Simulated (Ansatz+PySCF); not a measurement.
The numbers below are computed, except where a source is named.
Input for Ansatz (development build ahead of 0.2.0):

```yaml
crystal:
  periodic: [false, false, false]
  atoms:
    - { symbol: C, position_ang: [0.0, -0.9285, -0.06538] }
    - { symbol: O, position_ang: [0.0, -0.91557, 1.13161] }
    - { symbol: O, position_ang: [0.0, 0.14551, -0.84956] }
    - { symbol: C, position_ang: [0.0, 1.3995, -0.18375] }
    - { symbol: H, position_ang: [0.0, -1.84176, -0.69661] }
    - { symbol: H, position_ang: [0.0, 2.16529, -0.96776] }
    - { symbol: H, position_ang: [-0.892, 1.50549, 0.45136] }
    - { symbol: H, position_ang: [0.892, 1.50549, 0.45136] }
basis:
  gaussian: { orbitals: def2-SVP }
hamiltonian:
  xc: pbe0
```

The input is written out in the form of the current development build from the run's settings.

Results

* Converged: yes
* Total energy: -228.63886 hartree
* Spin squared of the determinant: 0.000
* Stability test: minimum among restricted orbitals
* Occupied orbitals by symmetry in an Abelian subgroup (alpha; beta): 13 A' 3 A''; 13 A' 3 A''
